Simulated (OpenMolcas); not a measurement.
**NO2 (nitrogen dioxide) at UPBE0/STO-3G**

Aim: a single-point energy of NO2 (nitrogen dioxide). 

Program for the calculation: OpenMolcas 26.06.

1 further run of the same task is left out (set aside as unsound or not needed).

**1. Starting point**

NO2 has 3 atoms, charge 0, and is taken as a doublet. SMILES: `[O]N=O`. The N2–O3 distance was set to 2.070 Å, away from the relaxed value. At this shape a bond of the SMILES string is far longer than usual.

Bond lengths: O1–N2 1.183 Å. A long bond or contact: N2–O3 2.070 Å.

**2. A single-point energy at UPBE0/STO-3G**

test.inp

```
&GATEWAY
 BASLIB=$CurrDir
 COORD
 3
 angstrom
 O       -0.031122      -1.907539      -0.217761
 N       -0.506352      -0.834459      -0.364271
 O        0.055690       1.091300       0.145270
 BASIS=STO-3G
 GROUP=NoSym

&SEWARD
 GRIDINPUT
 Grid=UltraFine
 End of Grid

&SCF
 UHF
 SPIN=2
 KSDFT=PBE0
 THRESHOLDS=1e-10 1e-07 1e-07 1e-05
 PRORBITALS=1 1
```

The basis set STO-3G is read from a file made from the Basis Set Exchange's data (not shown).

Command:

```sh
$ export MOLCAS_MEM=1860
$ pymolcas test.inp > test.log
```

Output:

```text
--- Start Module: gateway ---
[...]
--- Stop Module: gateway /rc=_RC_ALL_IS_WELL_ ---
--- Start Module: seward ---
[...]
      Basis functions           15
--- Stop Module: seward /rc=_RC_ALL_IS_WELL_ ---
--- Start Module: scf ---
[...]
       Convergence after  25 Iterations
[...]
::    Total KS-DFT energy                            -202.0027144032
[...]
      Total spin, S                                     0.8374458435
[...]
      Total electronic charge=   23.000000
      Total            charge=   -0.000000
[...]
      Dipole Moment (debye):
      Origin of the operator (angstrom)=   -0.1456   -0.5379   -0.1361
                   X=  1.8426E-01               Y= -5.5950E-01               Z=  4.1712E-02           Total=  5.9053E-01
      Quadrupole Moment (debye*angstrom):
[...]
--- Stop Module: scf /rc=_RC_ALL_IS_WELL_ ---
[...]
```

Run time: 7.2 s. Hardware: 1 thread of Intel Xeon Platinum 8488C (Sapphire Rapids), shared host; peak memory 0.37 GiB.

**3. What came out**

Level: UPBE0/STO-3G.

| quantity | value |
| --- | --- |
| total energy | -202.00271 Eh |
| dipole moment | 0.59 D |
| HOMO energy (highest over α and β) | -3.45 eV |
| LUMO energy (lowest over α and β) | -0.05 eV |
| ⟨S²⟩ | 1.539 |

What this shows: ⟨S²⟩ is 1.54 where a pure doublet has 0.75: the reference is spin-contaminated.
